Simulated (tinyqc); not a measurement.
Inside a calculation. Method: coupled-perturbed Hartree-Fock on RHF in the sto-3g basis, for H2O, spin multiplicity 1. One step of it, computed by the program tinyqc.

Question. Iteration 8 (converged): orbitals. Diagonalise F' = X^T F X, C = X C', fill 5 alpha and 5 beta electrons from the bottom; D = 2 C_occ C_occ^T. Each column has its largest component positive (the first on a tie).

converged F (hartree), lower triangle:
```
             1O 1s      1O 2s     1O 2px     1O 2py     1O 2pz      2H 1s      3H 1s
1O 1s   -20.223749
1O 2s    -5.161223  -2.434904
1O 2px    0.000000   0.000000  -0.384518
1O 2py    0.000000   0.000000   0.000000  -0.314102
1O 2pz   -0.028575  -0.112692   0.000000   0.000000  -0.335629
2H 1s    -1.157104  -0.997655   0.000000  -0.406240  -0.337498  -0.554130
3H 1s    -1.157104  -0.997655   0.000000   0.406240  -0.337498  -0.349700  -0.554130
```

X:
```
                1          2          3         4          5          6         7
1O 1s   -0.311701   0.000000   0.757740  0.000000  -0.611291   0.000000  0.159393
1O 2s    1.179817   0.000000  -0.276235  0.000000  -0.279173   0.000000  0.434366
1O 2px   0.000000   0.000000   0.000000  1.000000   0.000000   0.000000  0.000000
1O 2py   0.000000   0.951002   0.000000  0.000000   0.000000   0.674911  0.000000
1O 2pz   0.501016   0.000000   0.647842  0.000000   0.660063   0.000000  0.184265
2H 1s   -0.740679  -0.855505  -0.160337  0.000000   0.129523   0.375125  0.374730
3H 1s   -0.740679   0.855505  -0.160337  0.000000   0.129523  -0.375125  0.374730
```

Give: F' = X^T F X; orbital energies; coefficients C; D after iteration 8.

Answer.

F' = X^T F X (hartree), lower triangle:
```
         1       2        3        4        5        6        7
1   0.1613
2   0.0000  0.7387
3   1.6429  0.0000  -9.2863
4   0.0000  0.0000   0.0000  -0.3845
5  -1.1588  0.0000   8.8750   0.0000  -9.2251
6   0.0000  0.1089   0.0000   0.0000   0.0000  -0.6120
7   0.1749  0.0000  -3.9827   0.0000   4.1068   0.0000  -2.9921
```

orbital energies (hartree): MO1 -20.2326, MO2 -1.2530, MO3 -0.6207, MO4 -0.4344, MO5 -0.3845, MO6 0.5778, MO7 0.7475

coefficients C:
```
            MO1      MO2      MO3      MO4     MO5      MO6      MO7
1O 1s    0.9941  -0.2338   0.0000   0.0981  0.0000  -0.1335   0.0000
1O 2s    0.0264   0.8395   0.0000  -0.5115  0.0000   0.8762   0.0000
1O 2px   0.0000   0.0000   0.0000   0.0000  1.0000   0.0000   0.0000
1O 2py   0.0000   0.0000   0.5968   0.0000  0.0000   0.0000   1.0018
1O 2pz   0.0040   0.1177   0.0000   0.7953  0.0000   0.7028   0.0000
2H 1s   -0.0059   0.1592   0.4422   0.2752  0.0000  -0.7940  -0.8228
3H 1s   -0.0059   0.1592  -0.4422   0.2752  0.0000  -0.7940   0.8228
```

D after iteration 8, lower triangle:
```
          1O 1s    1O 2s  1O 2px   1O 2py  1O 2pz    2H 1s   3H 1s
1O 1s    2.1052
1O 2s   -0.4404   1.9342
1O 2px   0.0000   0.0000  2.0000
1O 2py   0.0000   0.0000  0.0000   0.7124
1O 2pz   0.1089  -0.6158  0.0000   0.0000  1.2929
2H 1s   -0.0321  -0.0145  0.0000   0.5279  0.4752   0.5933
3H 1s   -0.0321  -0.0145  0.0000  -0.5279  0.4752  -0.1889  0.5933
```
